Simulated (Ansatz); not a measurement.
A made-up structure of CH$_{5}$OSi (charge +1), singlet:

```xyz
8
angstrom
C -0.6070 0.3511 -0.6312
O -0.2288 0.5546 0.8391
Si 0.5306 -0.8834 0.0795
H -1.6803 0.2055 -0.6860
H -0.2198 1.1531 -1.2524
H 0.2193 1.3907 1.0434
H 0.0153 -2.0957 0.7235
H -0.6443 0.5415 1.7155
```

It is relaxed with PBE-D4/def2-SVP and then PBE0-D4/def2-TZVP (Ansatz 0.2.0). Atoms count as bonded within 1.22 times the sum of their covalent radii (H–H: 0.88 Å). The end point is not checked to be a true minimum.

(1) Does its bonding change? (Judge from chemistry; the calculation decides.)

## Answers

(1) By the calculation: Yes. Formed: none; broken: O2–Si3.

Where it ends: The first stage lowers the energy by 3.30 eV in 17 steps. It ends as CH₅OSi ([OH2][CH2][SiH]), total charge +1:
```xyz
8
angstrom
C -0.3762 0.2983 -0.4589
O -0.2270 0.8962 0.9352
Si 0.0754 -1.5800 -0.5629
H -1.4230 0.4412 -0.7493
H 0.2503 0.9410 -1.0801
H -0.7959 1.6540 1.1613
H 0.1388 -1.6224 0.9756
H -0.2574 0.1892 1.6106
```

Labels in which every atom is bracketed show which atoms are joined, not bond orders.

For scale, one of the runs: PBE0-D4/def2-TZVP relaxation, 129 basis functions, launched by `ansatz run in.yaml --threads 2 --pin off --events-out ev --progress --plain --max-ram 4352MiB`. The run took about 20 s on 2 CPU threads of an Arm Neoverse V1 (shared host).
